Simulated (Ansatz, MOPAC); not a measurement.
System: C3H7O, charge 0, multiplicity 2. SMILES: COC[CH2]

Atoms: O1, C2, C3, C4, H5, H6, H7, H8, H9, H10, H11. Bonds: O1-C2, O1-C3, C2-C4, C2-H5, C2-H6, C3-H7, C3-H8, C3-H9, C4-H10, C4-H11.

Bond lengths (Å) and angles (degrees) optimised at AM1 with MOPAC; PM6 with MOPAC; PM7 with MOPAC; B3LYP/6-31G* with Ansatz (a program for electronic structure), each started from the B3LYP-D3(BJ)/def2-TZVP structure (Ansatz) of the last column. A row stands for all coordinates that are equal there; 11 of 21 kinds are shown. 6-31G* holds six Cartesian d functions. No wavenumbers were computed at PM6, PM7, so these may be saddle points.

```
coordinate    AM1             PM6             PM7  B3LYP/6-31G*  B3LYP-D3(BJ)/def2-TZVP
----------  -----  --------------  --------------  ------------  ----------------------
O1-C2       1.430           1.454           1.428         1.416                   1.413
O1-C3       1.416           1.437           1.413         1.410                   1.409
C2-C4       1.464           1.467           1.465         1.484                   1.475
C2-H5       1.127           1.109           1.111         1.108                   1.105
C2-H6       1.127           1.109           1.111         1.113                   1.108
C3-H7       1.119           1.098           1.098         1.093                   1.089
C3-H8       1.118           1.094           1.094         1.103                   1.098
C4-H10      1.089  1.066 to 1.072  1.064 to 1.068         1.084                   1.080
C2-O1-C3    112.4           113.4           112.8         112.6                   112.8
O1-C2-C4    108.3           105.3           105.9         109.5                   110.0
O1-C2-H5    109.3           108.8           109.2         110.6                   110.2
```

A range marks coordinates that this level makes unequal.

Mean signed difference of all 10 bond lengths from B3LYP-D3(BJ)/def2-TZVP: AM1 0.014 Å, PM6 0.004 Å, PM7 -0.001 Å, B3LYP/6-31G* 0.004 Å.
